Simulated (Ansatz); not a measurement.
## CS2, SMILES S=C=S: the interaction energy of a dimer with the counterpoise correction, step by step

Program: the Ansatz DFT code, driven from Python.

The cells in order, each with its output:

```python
import ansatz
import numpy as np
```

```python
SETTINGS = {
    "basis": "def2-SVP",
    "functional": "HF",
}
```

```python
FIRST = [
    ("S", (1.3585, -0.1562, 0.7299)),
    ("C", (0.0, 0.0, 0.0)),
    ("S", (-1.3585, 0.1562, -0.7299)),
]
SECOND = [
    ("S", (-2.6205, 0.7861, -4.17)),
    ("C", (-1.9448, -0.6073, -4.1019)),
    ("S", (-1.2691, -2.0007, -4.0338)),
]

def energy(atoms, ghosts=()):
    molecule = ansatz.Crystal.molecule()
    for symbol, xyz in atoms:
        molecule = molecule.atom(symbol, xyz)
    calc = (
        molecule.calculation()
        .basis(gaussian=SETTINGS["basis"])
        .functional(SETTINGS["functional"])
    )
    deck = calc.input()
    if ghosts:
        deck = deck.set(ansatz.key.basis.gaussian.ghost_atoms, [{"symbol": s, "position_ang": list(xyz)} for s, xyz in ghosts])
    return ansatz.Session.from_dict(deck).plan().execute().report["free_energy_ev"]
```

```python
# ghost atoms carry the functions of the partner
direction = np.array([-0.4246, -0.1326, -0.8956])
print("shift (A)   counterpoise-corrected interaction (kcal/mol)")
for shift in (-0.3, 0.0, 0.4, 1.0, 2.0):
    moved = [(s, tuple(np.round(np.array(xyz) + shift * direction, 4))) for s, xyz in SECOND]
    gain = energy(FIRST + moved) - energy(FIRST, moved) - energy(moved, FIRST)
    print(f"{shift:8.2f} {23.060548 * gain:14.3f}")
```

    shift (A)   counterpoise-corrected interaction (kcal/mol)
       -0.30          4.378
        0.00          1.796
        0.40          0.535
        1.00          0.056
        2.00          0.001

Reading the output:
- The dimer is a generated trial pose of unrelaxed monomers, not a minimum, so the figure is no binding energy, and the basis set is small.
- Hartree-Fock leaves correlation out, so bond, atomisation and ionisation energies come out well too low.
- This level lacks the dispersion part of the attraction (electrostatics and induction are there), which can decide the sign where the interaction is weak.
- Run time: 14 s on 1 thread of Arm Neoverse V1, on a shared host, peak memory 0.26 GiB.
